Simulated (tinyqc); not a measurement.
Inside a calculation (part 2 of 3). Method: UKS/PBE in the sto-3g basis, for BH2, spin multiplicity 2. Computed by tinyqc, a small Python program that keeps every step (integrals from PySCF). Command: `OMP_NUM_THREADS=1 python tinyqc.py 29457 29458 out.jsonl` (the two numbers bound the seeds that draw the settings). One thread of a shared host (Intel(R) Xeon(R) Processor @ 2.60GHz), about 3 s of CPU time with the checks.

Geometry (angstrom):
```
atom         x          y         z
B     0.000000   0.000000  0.000000
H     0.000000   1.229000  0.616000
H     0.000000  -1.192000  0.598000
```

## Iteration 1: diagonalisation and new density

F(alpha) (hartree), order 1B 1s, 1B 2s, 1B 2px, 1B 2py, 1B 2pz, 2H 1s, 3H 1s:
$$\begin{pmatrix}
-6.075709 & -1.845552 & 0.000000 & 0.000387 & 0.002848 & -0.307639 & -0.337195 \\
-1.845552 & -0.737966 & 0.000000 & 0.003130 & -0.013959 & -0.283213 & -0.299035 \\
0.000000 & 0.000000 & 0.096430 & 0.000000 & 0.000000 & 0.000000 & 0.000000 \\
0.000387 & 0.003130 & 0.000000 & 0.020473 & 0.001902 & -0.169989 & 0.173809 \\
0.002848 & -0.013959 & 0.000000 & 0.001902 & 0.053919 & -0.086413 & -0.088276 \\
-0.307639 & -0.283213 & 0.000000 & -0.169989 & -0.086413 & -0.208027 & -0.057251 \\
-0.337195 & -0.299035 & 0.000000 & 0.173809 & -0.088276 & -0.057251 & -0.207365
\end{pmatrix}$$

F(beta) (hartree), order 1B 1s, 1B 2s, 1B 2px, 1B 2py, 1B 2pz, 2H 1s, 3H 1s:
$$\begin{pmatrix}
-6.060039 & -1.836767 & 0.000000 & 0.000404 & -0.002141 & -0.306521 & -0.335972 \\
-1.836767 & -0.681579 & 0.000000 & 0.003315 & -0.065741 & -0.275929 & -0.291176 \\
0.000000 & 0.000000 & 0.134664 & 0.000000 & 0.000000 & 0.000000 & 0.000000 \\
0.000404 & 0.003315 & 0.000000 & 0.046045 & 0.001608 & -0.167619 & 0.171330 \\
-0.002141 & -0.065741 & 0.000000 & 0.001608 & 0.157821 & -0.089267 & -0.091320 \\
-0.306521 & -0.275929 & 0.000000 & -0.167619 & -0.089267 & -0.206424 & -0.056175 \\
-0.335972 & -0.291176 & 0.000000 & 0.171330 & -0.091320 & -0.056175 & -0.205531
\end{pmatrix}$$

X, order 1B 1s, 1B 2s, 1B 2px, 1B 2py, 1B 2pz, 2H 1s, 3H 1s:
$$\begin{pmatrix}
1.031417 & -0.160688 & 0.000000 & 0.000707 & -0.009190 & 0.024955 & 0.025786 \\
-0.160688 & 1.194087 & 0.000000 & -0.009066 & 0.078140 & -0.248553 & -0.268383 \\
0.000000 & 0.000000 & 1.000000 & 0.000000 & 0.000000 & 0.000000 & 0.000000 \\
0.000707 & -0.009066 & 0.000000 & 1.151645 & -0.003858 & -0.245067 & 0.260445 \\
-0.009190 & 0.078140 & 0.000000 & -0.003858 & 1.036934 & -0.118758 & -0.126728 \\
0.024955 & -0.248553 & 0.000000 & -0.245067 & -0.118758 & 1.164116 & -0.015495 \\
0.025786 & -0.268383 & 0.000000 & 0.260445 & -0.126728 & -0.015495 & 1.183938
\end{pmatrix}$$

D(alpha) at the start, order 1B 1s, 1B 2s, 1B 2px, 1B 2py, 1B 2pz, 2H 1s, 3H 1s:
$$\begin{pmatrix}
1.031971 & -0.118649 & 0.000000 & -0.002664 & 0.067912 & -0.094711 & -0.097342 \\
-0.118649 & 0.508975 & 0.000000 & 0.009764 & -0.213333 & 0.208827 & 0.210911 \\
0.000000 & 0.000000 & 0.000000 & 0.000000 & 0.000000 & 0.000000 & 0.000000 \\
-0.002664 & 0.009764 & 0.000000 & 0.515316 & 0.003618 & 0.212269 & -0.208498 \\
0.067912 & -0.213333 & 0.000000 & 0.003618 & 0.922309 & 0.057353 & 0.058288 \\
-0.094711 & 0.208827 & 0.000000 & 0.212269 & 0.057353 & 0.196399 & 0.028634 \\
-0.097342 & 0.210911 & 0.000000 & -0.208498 & 0.058288 & 0.028634 & 0.204719
\end{pmatrix}$$

D(beta) at the start, order 1B 1s, 1B 2s, 1B 2px, 1B 2py, 1B 2pz, 2H 1s, 3H 1s:
$$\begin{pmatrix}
1.012761 & -0.061283 & 0.000000 & -0.002176 & -0.059107 & -0.088775 & -0.091663 \\
-0.061283 & 0.337664 & 0.000000 & 0.008307 & 0.165981 & 0.191099 & 0.193952 \\
0.000000 & 0.000000 & 0.000000 & 0.000000 & 0.000000 & 0.000000 & 0.000000 \\
-0.002176 & 0.008307 & 0.000000 & 0.515304 & 0.006843 & 0.212118 & -0.208642 \\
-0.059107 & 0.165981 & 0.000000 & 0.006843 & 0.082442 & 0.096604 & 0.095836 \\
-0.088775 & 0.191099 & 0.000000 & 0.212118 & 0.096604 & 0.194565 & 0.026879 \\
-0.091663 & 0.193952 & 0.000000 & -0.208642 & 0.095836 & 0.026879 & 0.203040
\end{pmatrix}$$

overlap S, order 1B 1s, 1B 2s, 1B 2px, 1B 2py, 1B 2pz, 2H 1s, 3H 1s:
$$\begin{pmatrix}
1.000000 & 0.269328 & 0.000000 & 0.000000 & 0.000000 & 0.043789 & 0.048019 \\
0.269328 & 1.000000 & 0.000000 & 0.000000 & 0.000000 & 0.385128 & 0.404467 \\
0.000000 & 0.000000 & 1.000000 & 0.000000 & 0.000000 & 0.000000 & 0.000000 \\
0.000000 & 0.000000 & 0.000000 & 1.000000 & 0.000000 & 0.376599 & -0.390316 \\
0.000000 & 0.000000 & 0.000000 & 0.000000 & 1.000000 & 0.188759 & 0.195813 \\
0.043789 & 0.385128 & 0.000000 & 0.376599 & 0.188759 & 1.000000 & 0.057336 \\
0.048019 & 0.404467 & 0.000000 & -0.390316 & 0.195813 & 0.057336 & 1.000000
\end{pmatrix}$$

Diagonalise F' = X^T F X, C = X C', fill 4 alpha and 3 beta electrons from the bottom; D(s) = C_occ C_occ^T; the new density keeps 0.3 of the old one (damping). Each column has its largest component positive (the first on a tie).

F' = X^T F X (alpha) (hartree):
$$\begin{pmatrix}
-5.900140 & -1.035854 & 0.000000 & 0.000728 & -0.013631 & -0.020800 & -0.028863 \\
-1.035854 & -0.225454 & 0.000000 & -0.005091 & 0.066725 & -0.182337 & -0.197230 \\
0.000000 & 0.000000 & 0.096430 & 0.000000 & 0.000000 & 0.000000 & 0.000000 \\
0.000728 & -0.005091 & 0.000000 & 0.208147 & -0.002088 & -0.212546 & 0.224009 \\
-0.013631 & 0.066725 & 0.000000 & -0.002088 & 0.099506 & -0.100923 & -0.106947 \\
-0.020800 & -0.182337 & 0.000000 & -0.212546 & -0.100923 & -0.038883 & -0.024989 \\
-0.028863 & -0.197230 & 0.000000 & 0.224009 & -0.106947 & -0.024989 & -0.017490
\end{pmatrix}$$

orbital energies (alpha) (hartree): MO1 -6.084421, MO2 -0.314236, MO3 -0.223882, MO4 0.000871, MO5 0.096430, MO6 0.316390, MO7 0.430965

coefficients C (alpha), order 1B 1s, 1B 2s, 1B 2px, 1B 2py, 1B 2pz, 2H 1s, 3H 1s:
$$\begin{pmatrix}
0.987874 & -0.208274 & 0.003754 & 0.174140 & 0.000000 & -0.201318 & 0.029538 \\
0.045467 & 0.537106 & -0.007509 & -0.669992 & 0.000000 & 0.911182 & -0.148027 \\
0.000000 & 0.000000 & 0.000000 & 0.000000 & 1.000000 & 0.000000 & 0.000000 \\
-0.000369 & -0.004090 & 0.378541 & -0.012890 & 0.000000 & 0.146872 & 1.135441 \\
0.002879 & 0.082411 & -0.000004 & 0.738750 & 0.000000 & 0.741155 & -0.098687 \\
-0.008933 & 0.414882 & 0.548539 & 0.280610 & 0.000000 & -0.778098 & -0.578522 \\
-0.009392 & 0.411268 & -0.526250 & 0.279474 & 0.000000 & -0.624629 & 0.802557
\end{pmatrix}$$

F' = X^T F X (beta) (hartree):
$$\begin{pmatrix}
-5.884969 & -1.037098 & 0.000000 & 0.000734 & -0.011575 & -0.020801 & -0.028857 \\
-1.037098 & -0.165480 & 0.000000 & -0.005089 & 0.015967 & -0.181769 & -0.196476 \\
0.000000 & 0.000000 & 0.134664 & 0.000000 & 0.000000 & 0.000000 & 0.000000 \\
0.000734 & -0.005089 & 0.000000 & 0.239318 & -0.002526 & -0.216434 & 0.228126 \\
-0.011575 & 0.015967 & 0.000000 & -0.002526 & 0.204565 & -0.103771 & -0.110052 \\
-0.020801 & -0.181769 & 0.000000 & -0.216434 & -0.103771 & -0.038071 & -0.025395 \\
-0.028857 & -0.196476 & 0.000000 & 0.228126 & -0.110052 & -0.025395 & -0.016605
\end{pmatrix}$$

orbital energies (beta) (hartree): MO1 -6.068332, MO2 -0.298707, MO3 -0.218098, MO4 0.123211, MO5 0.134664, MO6 0.343152, MO7 0.457531

coefficients C (beta), order 1B 1s, 1B 2s, 1B 2px, 1B 2py, 1B 2pz, 2H 1s, 3H 1s:
$$\begin{pmatrix}
0.988226 & -0.191228 & 0.004346 & -0.211623 & 0.000000 & -0.179678 & 0.027706 \\
0.044263 & 0.472397 & -0.008542 & 0.815657 & 0.000000 & 0.825562 & -0.140076 \\
0.000000 & 0.000000 & 0.000000 & 0.000000 & 1.000000 & 0.000000 & 0.000000 \\
-0.000367 & -0.003273 & 0.357567 & 0.019780 & 0.000000 & 0.142778 & 1.142642 \\
0.003931 & 0.130765 & -0.001422 & -0.635111 & 0.000000 & 0.824967 & -0.102697 \\
-0.008801 & 0.445655 & 0.559050 & -0.333507 & 0.000000 & -0.734975 & -0.573873 \\
-0.009254 & 0.438377 & -0.540937 & -0.325618 & 0.000000 & -0.588818 & 0.787990
\end{pmatrix}$$

D(alpha) after iteration 1, order 1B 1s, 1B 2s, 1B 2px, 1B 2py, 1B 2pz, 2H 1s, 3H 1s:
$$\begin{pmatrix}
1.044320 & -0.164150 & 0.000000 & -0.001035 & 0.100401 & -0.059430 & -0.062973 \\
-0.164150 & 0.670340 & 0.000000 & 0.005435 & -0.379393 & 0.083861 & 0.089295 \\
0.000000 & 0.000000 & 0.000000 & 0.000000 & 0.000000 & 0.000000 & 0.000000 \\
-0.001035 & 0.005435 & 0.000000 & 0.255028 & -0.005818 & 0.205315 & -0.205691 \\
0.100401 & -0.379393 & 0.000000 & -0.005818 & 0.663478 & 0.186230 & 0.185717 \\
-0.059430 & 0.083861 & 0.000000 & 0.205315 & 0.186230 & 0.445211 & -0.019083 \\
-0.062973 & 0.089295 & 0.000000 & -0.205691 & 0.185717 & -0.019083 & 0.428408
\end{pmatrix}$$

D(beta) after iteration 1, order 1B 1s, 1B 2s, 1B 2px, 1B 2py, 1B 2pz, 2H 1s, 3H 1s:
$$\begin{pmatrix}
1.013052 & -0.051027 & 0.000000 & 0.000619 & -0.032522 & -0.090675 & -0.094227 \\
-0.051027 & 0.258933 & 0.000000 & -0.000740 & 0.093165 & 0.201082 & 0.206095 \\
0.000000 & 0.000000 & 0.000000 & 0.000000 & 0.000000 & 0.000000 & 0.000000 \\
0.000619 & -0.000740 & 0.000000 & 0.244097 & 0.001396 & 0.202545 & -0.198989 \\
-0.032522 & 0.093165 & 0.000000 & 0.001396 & 0.036714 & 0.069194 & 0.069391 \\
-0.090675 & 0.201082 & 0.000000 & 0.202545 & 0.069194 & 0.416226 & -0.066811 \\
-0.094227 & 0.206095 & 0.000000 & -0.198989 & 0.069391 & -0.066811 & 0.400323
\end{pmatrix}$$

## Iteration 2: exchange-correlation on the grid

Becke grid with 15 radial and 50 angular points per atom, points of zero weight dropped. rho = sum D_ij phi_i phi_j; V_xc,ij = sum w v_xc phi_i phi_j plus the gradient terms; v_xc is d(rho eps)/d rho(s) for spin s at fixed gradient.

The 16 grid points with the largest w rho, of 2248 (bohr, atomic units):
```
x                  y          z         w  rho(alpha)  rho(beta)     eps_xc  v_xc(alpha)
0.000000   -0.919239   0.919239  0.215272    0.067502   0.059258  -0.426660    -0.566435
0.000000    0.919239   0.919239  0.221917    0.063504   0.056035  -0.419019    -0.555817
0.000000    1.343281  -1.343281  0.692393    0.030510   0.006646  -0.324125    -0.397672
0.000000   -1.343281  -1.343281  0.691148    0.030030   0.006939  -0.322737    -0.396203
0.000000    0.919239  -0.919239  0.249728    0.082238   0.016471  -0.428429    -0.573557
0.000000   -0.919239  -0.919239  0.249667    0.080897   0.017204  -0.426368    -0.571043
-0.391965  -1.175894   0.391965  0.192947    0.062004   0.060708  -0.422017    -0.552187
0.391965   -1.175894   0.391965  0.192947    0.062004   0.060708  -0.422017    -0.552187
0.391965    1.175894   0.391965  0.198596    0.058879   0.057367  -0.415065    -0.543355
-0.391965   1.175894   0.391965  0.198596    0.058879   0.057367  -0.415065    -0.543355
-0.572777   0.572777  -1.718331  0.624814    0.035000   0.001673  -0.341344    -0.403344
0.572777    0.572777  -1.718331  0.624814    0.035000   0.001673  -0.341344    -0.403344
-0.572777  -0.572777  -1.718331  0.624801    0.034723   0.001778  -0.340406    -0.402521
0.572777   -0.572777  -1.718331  0.624801    0.034723   0.001778  -0.340406    -0.402521
-0.391965   0.391965  -1.175894  0.223381    0.095239   0.004812  -0.452103    -0.592853
0.391965    0.391965  -1.175894  0.223381    0.095239   0.004812  -0.452103    -0.592853
```

electrons on the grid, sum of w rho = 6.997701

E_xc = sum of w rho eps_xc = -4.73142586 hartree

V_xc(alpha) (hartree), order 1B 1s, 1B 2s, 1B 2px, 1B 2py, 1B 2pz, 2H 1s, 3H 1s:
$$\begin{pmatrix}
-1.887191 & -0.286129 & 0.000000 & 0.000049 & 0.003228 & -0.046629 & -0.051178 \\
-0.286129 & -0.463327 & 0.000000 & 0.000975 & 0.014073 & -0.169295 & -0.179377 \\
0.000000 & 0.000000 & -0.405051 & 0.000000 & 0.000000 & 0.000000 & 0.000000 \\
0.000049 & 0.000975 & 0.000000 & -0.488489 & 0.001158 & -0.169299 & 0.177517 \\
0.003228 & 0.014073 & 0.000000 & 0.001158 & -0.485095 & -0.082580 & -0.086676 \\
-0.046629 & -0.169295 & 0.000000 & -0.169299 & -0.082580 & -0.469580 & -0.023806 \\
-0.051178 & -0.179377 & 0.000000 & 0.177517 & -0.086676 & -0.023806 & -0.470960
\end{pmatrix}$$

V_xc(beta) (hartree), order 1B 1s, 1B 2s, 1B 2px, 1B 2py, 1B 2pz, 2H 1s, 3H 1s:
$$\begin{pmatrix}
-1.871420 & -0.278353 & 0.000000 & 0.000107 & -0.002395 & -0.045670 & -0.050136 \\
-0.278353 & -0.402715 & 0.000000 & 0.001747 & -0.045226 & -0.161289 & -0.170837 \\
0.000000 & 0.000000 & -0.359619 & 0.000000 & 0.000000 & 0.000000 & 0.000000 \\
0.000107 & 0.001747 & 0.000000 & -0.457187 & 0.000331 & -0.165950 & 0.174157 \\
-0.002395 & -0.045226 & 0.000000 & 0.000331 & -0.382127 & -0.086436 & -0.090675 \\
-0.045670 & -0.161289 & 0.000000 & -0.165950 & -0.086436 & -0.464450 & -0.022735 \\
-0.050136 & -0.170837 & 0.000000 & 0.174157 & -0.090675 & -0.022735 & -0.465566
\end{pmatrix}$$

## Iteration 2: building the Kohn-Sham matrix

core Hamiltonian H = T + V (hartree), order 1B 1s, 1B 2s, 1B 2px, 1B 2py, 1B 2pz, 2H 1s, 3H 1s:
$$\begin{pmatrix}
-13.102822 & -3.397873 & 0.000000 & 0.000777 & -0.012874 & -0.559375 & -0.613396 \\
-3.397873 & -4.179633 & 0.000000 & 0.005663 & -0.119922 & -1.423294 & -1.510025 \\
0.000000 & 0.000000 & -3.321257 & 0.000000 & 0.000000 & 0.000000 & 0.000000 \\
0.000777 & 0.005663 & 0.000000 & -3.472477 & 0.002433 & -1.219137 & 1.276352 \\
-0.012874 & -0.119922 & 0.000000 & 0.002433 & -3.359282 & -0.629120 & -0.659032 \\
-0.559375 & -1.423294 & 0.000000 & -1.219137 & -0.629120 & -2.596584 & -0.227309 \\
-0.613396 & -1.510025 & 0.000000 & 1.276352 & -0.659032 & -0.227309 & -2.653041
\end{pmatrix}$$

nuclear repulsion = 4.12725269 hartree

Given earlier and not repeated: Two-electron integrals (ij|kl) in chemists' order.

J_ij = sum D_kl (ij|kl) with D = D(alpha) + D(beta); F = H + J + V_xc; E = tr D H + tr D J / 2 + E_xc + E_nn.

Coulomb J (hartree), order 1B 1s, 1B 2s, 1B 2px, 1B 2py, 1B 2pz, 2H 1s, 3H 1s:
$$\begin{pmatrix}
8.634869 & 1.770983 & 0.000000 & -0.000723 & 0.009053 & 0.287415 & 0.315398 \\
1.770983 & 3.778878 & 0.000000 & -0.002704 & 0.099249 & 1.289194 & 1.365272 \\
0.000000 & 0.000000 & 3.688329 & 0.000000 & 0.000000 & 0.000000 & 0.000000 \\
-0.000723 & -0.002704 & 0.000000 & 3.865129 & -0.001071 & 1.210414 & -1.266750 \\
0.009053 & 0.099249 & 0.000000 & -0.001071 & 3.770342 & 0.621708 & 0.651345 \\
0.287415 & 1.289194 & 0.000000 & 1.210414 & 0.621708 & 2.900732 & 0.190324 \\
0.315398 & 1.365272 & 0.000000 & -1.266750 & 0.651345 & 0.190324 & 2.938517
\end{pmatrix}$$

F(alpha) (hartree), order 1B 1s, 1B 2s, 1B 2px, 1B 2py, 1B 2pz, 2H 1s, 3H 1s:
$$\begin{pmatrix}
-6.355145 & -1.913019 & 0.000000 & 0.000104 & -0.000593 & -0.318588 & -0.349175 \\
-1.913019 & -0.864082 & 0.000000 & 0.003935 & -0.006600 & -0.303395 & -0.324130 \\
0.000000 & 0.000000 & -0.037979 & 0.000000 & 0.000000 & 0.000000 & 0.000000 \\
0.000104 & 0.003935 & 0.000000 & -0.095838 & 0.002520 & -0.178022 & 0.187118 \\
-0.000593 & -0.006600 & 0.000000 & 0.002520 & -0.074036 & -0.089993 & -0.094362 \\
-0.318588 & -0.303395 & 0.000000 & -0.178022 & -0.089993 & -0.165432 & -0.060791 \\
-0.349175 & -0.324130 & 0.000000 & 0.187118 & -0.094362 & -0.060791 & -0.185484
\end{pmatrix}$$

F(beta) (hartree), order 1B 1s, 1B 2s, 1B 2px, 1B 2py, 1B 2pz, 2H 1s, 3H 1s:
$$\begin{pmatrix}
-6.339374 & -1.905243 & 0.000000 & 0.000162 & -0.006217 & -0.317629 & -0.348133 \\
-1.905243 & -0.803471 & 0.000000 & 0.004707 & -0.065898 & -0.295389 & -0.315590 \\
0.000000 & 0.000000 & 0.007453 & 0.000000 & 0.000000 & 0.000000 & 0.000000 \\
0.000162 & 0.004707 & 0.000000 & -0.064535 & 0.001694 & -0.174673 & 0.183759 \\
-0.006217 & -0.065898 & 0.000000 & 0.001694 & 0.028932 & -0.093848 & -0.098361 \\
-0.317629 & -0.295389 & 0.000000 & -0.174673 & -0.093848 & -0.160302 & -0.059719 \\
-0.348133 & -0.315590 & 0.000000 & 0.183759 & -0.098361 & -0.059719 & -0.180090
\end{pmatrix}$$

total energy of this density = -25.45173902 hartree

This density is a damped mixture and is not idempotent.

## Iteration 2: diagonalisation and new density

As before.

F' = X^T F X (alpha) (hartree):
$$\begin{pmatrix}
-6.179016 & -1.047995 & 0.000000 & 0.000283 & -0.017143 & -0.022721 & -0.031184 \\
-1.047995 & -0.355636 & 0.000000 & -0.004221 & 0.067053 & -0.188707 & -0.203217 \\
0.000000 & 0.000000 & -0.037979 & 0.000000 & 0.000000 & 0.000000 & 0.000000 \\
0.000283 & -0.004221 & 0.000000 & 0.070898 & -0.001493 & -0.205325 & 0.216890 \\
-0.017143 & 0.067053 & 0.000000 & -0.001493 & -0.033369 & -0.097763 & -0.103763 \\
-0.022721 & -0.188707 & 0.000000 & -0.205325 & -0.097763 & 0.020157 & -0.024942 \\
-0.031184 & -0.203217 & 0.000000 & 0.216890 & -0.103763 & -0.024942 & 0.020550
\end{pmatrix}$$

orbital energies (alpha) (hartree): MO1 -6.363035, MO2 -0.370747, MO3 -0.240452, MO4 -0.110468, MO5 -0.037979, MO6 0.269933, MO7 0.358353

coefficients C (alpha), order 1B 1s, 1B 2s, 1B 2px, 1B 2py, 1B 2pz, 2H 1s, 3H 1s:
$$\begin{pmatrix}
0.988636 & -0.251601 & -0.013829 & 0.114777 & 0.000000 & -0.190435 & 0.026035 \\
0.042789 & 0.731120 & 0.049803 & -0.463156 & 0.000000 & 0.905304 & -0.136839 \\
0.000000 & 0.000000 & 0.000000 & 0.000000 & 1.000000 & 0.000000 & 0.000000 \\
-0.000301 & -0.021343 & 0.538191 & 0.008599 & 0.000000 & 0.120235 & 1.072211 \\
0.003269 & 0.055921 & -0.008593 & 0.835901 & 0.000000 & 0.634430 & -0.084600 \\
-0.008492 & 0.261518 & 0.440132 & 0.243960 & 0.000000 & -0.863734 & -0.651333 \\
-0.008903 & 0.304595 & -0.423580 & 0.228184 & 0.000000 & -0.693148 & 0.868179
\end{pmatrix}$$

F' = X^T F X (beta) (hartree):
$$\begin{pmatrix}
-6.163329 & -1.051070 & 0.000000 & 0.000248 & -0.014638 & -0.022573 & -0.031043 \\
-1.051070 & -0.290994 & 0.000000 & -0.003569 & 0.007919 & -0.188455 & -0.202621 \\
0.000000 & 0.000000 & 0.007453 & 0.000000 & 0.000000 & 0.000000 & 0.000000 \\
0.000248 & -0.003569 & 0.000000 & 0.109035 & -0.002489 & -0.210514 & 0.222385 \\
-0.014638 & 0.007919 & 0.000000 & -0.002489 & 0.070088 & -0.100058 & -0.106427 \\
-0.022573 & -0.188455 & 0.000000 & -0.210514 & -0.100058 & 0.025243 & -0.025632 \\
-0.031043 & -0.202621 & 0.000000 & 0.222385 & -0.106427 & -0.025632 & 0.025858
\end{pmatrix}$$

orbital energies (beta) (hartree): MO1 -6.346963, MO2 -0.343925, MO3 -0.226957, MO4 0.007453, MO5 0.018842, MO6 0.286049, MO7 0.388854

coefficients C (beta), order 1B 1s, 1B 2s, 1B 2px, 1B 2py, 1B 2pz, 2H 1s, 3H 1s:
$$\begin{pmatrix}
0.988912 & -0.231537 & -0.013537 & 0.000000 & 0.156355 & -0.185267 & 0.022410 \\
0.041855 & 0.653267 & 0.046326 & 0.000000 & -0.605006 & 0.883509 & -0.119939 \\
0.000000 & 0.000000 & 0.000000 & 1.000000 & 0.000000 & 0.000000 & 0.000000 \\
-0.000315 & -0.025735 & 0.510137 & 0.000000 & 0.000502 & 0.105533 & 1.087306 \\
0.004448 & 0.163138 & 0.009872 & 0.000000 & 0.786951 & 0.677753 & -0.078926 \\
-0.008439 & 0.292707 & 0.467735 & 0.000000 & 0.236651 & -0.838578 & -0.654391 \\
-0.008855 & 0.345174 & -0.434652 & 0.000000 & 0.233093 & -0.694264 & 0.845016
\end{pmatrix}$$

D(alpha) after iteration 2, order 1B 1s, 1B 2s, 1B 2px, 1B 2py, 1B 2pz, 2H 1s, 3H 1s:
$$\begin{pmatrix}
1.051145 & -0.186092 & 0.000000 & -0.001279 & 0.089776 & -0.054425 & -0.056265 \\
-0.186092 & 0.728455 & 0.000000 & 0.006673 & -0.356407 & 0.094995 & 0.093662 \\
0.000000 & 0.000000 & 0.000000 & 0.000000 & 0.000000 & 0.000000 & 0.000000 \\
-0.001279 & 0.006673 & 0.000000 & 0.279634 & -0.000787 & 0.224970 & -0.224459 \\
0.089776 & -0.356407 & 0.000000 & -0.000787 & 0.690403 & 0.206188 & 0.203683 \\
-0.054425 & 0.094995 & 0.000000 & 0.224970 & 0.206188 & 0.358751 & -0.041446 \\
-0.056265 & 0.093662 & 0.000000 & -0.224459 & 0.203683 & -0.041446 & 0.355564
\end{pmatrix}$$

D(beta) after iteration 2, order 1B 1s, 1B 2s, 1B 2px, 1B 2py, 1B 2pz, 2H 1s, 3H 1s:
$$\begin{pmatrix}
1.026134 & -0.092652 & 0.000000 & -0.000695 & -0.033212 & -0.084917 & -0.086224 \\
-0.092652 & 0.379139 & 0.000000 & 0.004543 & 0.103001 & 0.209096 & 0.205318 \\
0.000000 & 0.000000 & 0.000000 & 0.000000 & 0.000000 & 0.000000 & 0.000000 \\
-0.000695 & 0.004543 & 0.000000 & 0.255861 & 0.001004 & 0.222518 & -0.221126 \\
-0.033212 & 0.103001 & 0.000000 & 0.001004 & 0.029726 & 0.057390 & 0.057204 \\
-0.084917 & 0.209096 & 0.000000 & 0.222518 & 0.057390 & 0.338035 & -0.091578 \\
-0.086224 & 0.205318 & 0.000000 & -0.221126 & 0.057204 & -0.091578 & 0.335799
\end{pmatrix}$$
